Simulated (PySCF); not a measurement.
# PySCF run on F2

Input:

```python
from pyscf import gto, dft

mol = gto.M(
    atom='F 0 0 0; F 0 0 1.23',
    basis='jorge-dzp',
    charge=0,
    spin=0,
    verbose=4,
)
mf = dft.UKS(mol, xc='r2scan')
mf.kernel()
mf.analyze()
print('orbital energies (hartree):', [e[max(0, n-3):n+3].round(4) for e, n in zip(mf.mo_energy, mol.nelec)])
```

```bash
$ OMP_NUM_THREADS=1 python input.py
```

The log (some set-up lines and the per-cycle HOMO/LUMO lines with their warnings removed):

```
PySCF version 2.14.0

[INPUT] verbose = 4
[INPUT] num. atoms = 2
[INPUT] num. electrons = 18
[INPUT] charge = 0
[INPUT] spin (= nelec alpha-beta = 2S) = 0
[INPUT] symmetry False subgroup None
[INPUT] Mole.unit = angstrom
[INPUT] Symbol           X                Y                Z      unit          X                Y                Z       unit  Magmom
[INPUT]  1 F      0.000000000000   0.000000000000   0.000000000000 AA    0.000000000000   0.000000000000   0.000000000000 Bohr   0.0
[INPUT]  2 F      0.000000000000   0.000000000000   1.230000000000 AA    0.000000000000   0.000000000000   2.324363133215 Bohr   0.0

nuclear repulsion = 34.8482553532683
number of shells = 14
number of NR pGTOs = 58
number of NR cGTOs = 30
basis = jorge-dzp
ecp = {}

******** <class 'pyscf.dft.uks.UKS'> ********
method = UKS
initial guess = minao
damping factor = 0
level_shift factor = 0
DIIS = <class 'pyscf.scf.diis.CDIIS'>
diis_start_cycle = 1
diis_space = 8
diis_damp = 0
SCF conv_tol = 1e-09
SCF conv_tol_grad = None
SCF max_cycles = 50
direct_scf = True
direct_scf_tol = 1e-13
number electrons alpha = 9  beta = 9
XC library pyscf.dft.libxc version 7.0.0
    S. Lehtola, C. Steigemann, M. J.T. Oliveira, and M. A.L. Marques.,  SoftwareX 7, 1–5 (2018)
XC functionals = r2scan
    J. W. Furness, A. D. Kaplan, J. Ning, J. P. Perdew, and J. Sun.,  J. Phys. Chem. Lett. 11, 8208-8215 (2020)
    J. W. Furness, A. D. Kaplan, J. Ning, J. P. Perdew, and J. Sun.,  J. Phys. Chem. Lett. 11, 9248-9248 (2020)
    J. W. Furness, A. D. Kaplan, J. Ning, J. P. Perdew, and J. Sun.,  J. Phys. Chem. Lett. 11, 8208-8215 (2020)
    J. W. Furness, A. D. Kaplan, J. Ning, J. P. Perdew, and J. Sun.,  J. Phys. Chem. Lett. 11, 9248-9248 (2020)
radial grids:
    Treutler-Ahlrichs [JCP 102, 346 (1995); DOI:10.1063/1.469408] (M4) radial grids

becke partition: Becke, JCP 88, 2547 (1988); DOI:10.1063/1.454033
pruning grids: <function nwchem_prune>
grids dens level: 3
symmetrized grids: False
atomic radii adjust function: <function treutler_atomic_radii_adjust>
small_rho_cutoff = 0
Set gradient conv threshold to 3.16228e-05
tot grids = 28528
init E= -199.853212815502
cycle= 1 E= -199.432866088781  delta_E= 0.42  |g|= 0.242  |ddm|= 1.17
cycle= 2 E= -199.444053207154  delta_E= -0.0112  |g|= 0.106  |ddm|= 0.178
cycle= 3 E= -199.446998197763  delta_E= -0.00294  |g|= 0.0032  |ddm|= 0.0605
cycle= 4 E= -199.44700084958  delta_E= -2.65e-06  |g|= 0.000856  |ddm|= 0.00245
cycle= 5 E= -199.447001085834  delta_E= -2.36e-07  |g|= 4.61e-05  |ddm|= 0.000614
cycle= 6 E= -199.447001086823  delta_E= -9.9e-10  |g|= 4.7e-06  |ddm|= 4.18e-05
Extra cycle  E= -199.447001086838  delta_E= -1.51e-11  |g|= 1.2e-06  |ddm|= 5.06e-06
converged SCF energy = -199.447001086838  <S^2> = 1.8900437e-12  2S+1 = 1
**** SCF Summaries ****
Total Energy =                        -199.447001086838497
Nuclear Repulsion Energy =              34.848255353268300
One-electron Energy =                 -347.343523729178855
Two-electron Energy =                  113.048267289072029
Two-electron Coulomb Energy =          133.879576717734437
DFT Exchange-Correlation Energy =      -20.831309428662404
**** MO energy ****
                             alpha | beta                alpha | beta
MO #1   energy= -24.5831784345081  | -24.5831786735089  occ= 1 | 1
MO #2   energy= -24.5831736830118  | -24.5831739219479  occ= 1 | 1
MO #3   energy= -1.42255917587286  | -1.42255969430891  occ= 1 | 1
MO #4   energy= -1.00744582379688  | -1.00744584226344  occ= 1 | 1
MO #5   energy= -0.598617881341688 | -0.59861748546453  occ= 1 | 1
MO #6   energy= -0.533604596772554 | -0.533604886317285 occ= 1 | 1
MO #7   energy= -0.533604596772464 | -0.533604886317197 occ= 1 | 1
MO #8   energy= -0.321219580022514 | -0.321219963021135 occ= 1 | 1
MO #9   energy= -0.321219580022431 | -0.32121996302104  occ= 1 | 1
MO #10  energy= -0.0362779406896152 | -0.0362785053599808 occ= 0 | 0
MO #11  energy= 0.659372272305262  | 0.659372656717139  occ= 0 | 0
MO #12  energy= 0.726657437500141  | 0.726657570987325  occ= 0 | 0
[18 lines left out]

To work with the spin densities directly, `use mulliken_meta_spin()` only printing them here.

 ** Mulliken spin pop alpha/beta on meta-lowdin orthogonal AOs **
 ** Mulliken Spin Density (per AO)  **
 ** Mulliken Spin Density (per atom)  **
spin density of  0 F =      0.00000
spin density of  1 F =     -0.00000
 ** Mulliken pop alpha/beta on meta-lowdin orthogonal AOs **
 ** Mulliken pop       alpha | beta **
pop of  0 F 1s        0.99998 | 0.99998
pop of  0 F 2s        0.95018 | 0.95018
pop of  0 F 3s        0.00181 | 0.00181
pop of  0 F 4s        0.00010 | 0.00010
pop of  0 F 2px       0.99889 | 0.99889
pop of  0 F 2py       0.99889 | 0.99889
pop of  0 F 2pz       0.54255 | 0.54255
pop of  0 F 3px       0.00063 | 0.00063
pop of  0 F 3py       0.00063 | 0.00063
pop of  0 F 3pz       0.00412 | 0.00412
pop of  0 F 3dxy      0.00000 | 0.00000
pop of  0 F 3dyz      0.00048 | 0.00048
[18 lines left out]
In total             9.00000 | 9.00000
 ** Mulliken atomic charges   ( Nelec_alpha | Nelec_beta ) **
charge of  0F =      0.00000  (     4.50000      4.50000 )
charge of  1F =     -0.00000  (     4.50000      4.50000 )
Dipole moment(X, Y, Z, Debye):  0.00000,  0.00000, -0.00000
orbital energies (hartree): [array([-0.5336, -0.3212, -0.3212, -0.0363,  0.6594,  0.7267]), array([-0.5336, -0.3212, -0.3212, -0.0363,  0.6594,  0.7267])]
```

In short: E(SCF) = -199.447001 Eh, 6 cycles, μz(SCF) = 0.00 D.

Run time: 1.8 s on 1 thread of Arm Neoverse V2 (shared host).

The bond length is a typed value, not an optimised one. No search for the lowest solution was made.
